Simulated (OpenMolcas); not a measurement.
## A ladder of methods for BClF (SMILES F[B]Cl)

BClF has 3 atoms, charge 0, and is taken as a doublet. SMILES: `F[B]Cl`. Geometry: relaxed at GFN2-xTB.

```csv
atom,x (Å),y (Å),z (Å)
F,0.5259,1.0642,0.3957
B,-0.3912,0.3069,-0.1781
Cl,-0.1347,-1.3712,-0.2176
```

Quantity: the energy change with the B2–Cl3 bond stretched from 1.698 to 4.245 Å, in eV. The values are calculated.

```tsv
level	kind	program	value (eV)	less FCI/STO-3G	CPU time (all runs)
ROHF/STO-3G	Hartree–Fock	OpenMolcas	3.09	+0.35	4.9 s
UHF/STO-3G	Hartree–Fock	OpenMolcas	3.11	+0.37	4 s
USVWN5/STO-3G	LDA	OpenMolcas	4.26	+1.52	28 s
UPBE/STO-3G	GGA	OpenMolcas	3.57	+0.83	12 s
U-r2SCAN/STO-3G	meta-GGA	OpenMolcas	3.73	+0.99	36 s
UM06-2X/STO-3G	hybrid meta-GGA	OpenMolcas	3.72	+0.98	14 s
UPBE0/STO-3G	global hybrid	OpenMolcas	3.88	+1.14	15 s
CASSCF(3,3)/STO-3G	multireference	OpenMolcas	2.70	-0.04	4.1 s
FCI/STO-3G	exact in the basis	OpenMolcas	2.74	0.00	55 s
```

FCI/STO-3G is exact within its basis and frozen core, so for wave-function methods in that basis the difference is their error; functionals converge differently with the basis, so for them it is only a difference. The first shape isn't each level's own minimum. The values span 2.70 to 4.26 eV. All rows use very small basis sets, so even the best lies far from the true value. Times are those of the runs behind each value, whatever else they computed, on shared processors of several kinds: orders of magnitude only.
